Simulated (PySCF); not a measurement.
One ligand Y is varied and pulled off as a radical: Zn(OH)1–Y. Isolated molecules, 0 K electronic values unless said otherwise. One relaxed conformer stands for each flexible species; it need not be the lowest. Multiplicities are imposed; where one is given, others were not computed. Strings in code marks are SMILES.

The highest occupied spin orbital from two functionals at the same geometries (PBE-D3(BJ)/def2-SVP), both in PySCF: PBE-D3(BJ)/def2-TZVP and B3LYP-D3(BJ)/def2-TZVP. B3LYP has the VWN-RPA correlation part, as in Gaussian. 

```
species                                 B3LYP-D3(BJ)/def2-TZVP (eV)
--------------------------------------  ---------------------------
ligand removed as a radical ([Zn(OH)])                        -6.04
free radical OH                                               -8.82
free radical NH2                                              -8.57
free radical OCH3 (`C[O]`)                                    -7.51
free radical N(CH3)2                                          -6.87
free radical SH                                               -7.17
```

**Question.** What does PBE-D3(BJ)/def2-TZVP give for each?

**Answer.** 
- ligand removed as a radical ([Zn(OH)]): -5.24
- free radical OH: -7.14
- free radical NH2: -7.20
- free radical OCH3 (`C[O]`): -5.97
- free radical N(CH3)2: -5.56
- free radical SH: -6.12
Over these rows, drawn at random from the members with no instability flagged (it was tested for open shells, ions and some series alone), PBE minus B3LYP-D3(BJ): mean +1.29 eV, from +0.81 eV to +1.68 eV.
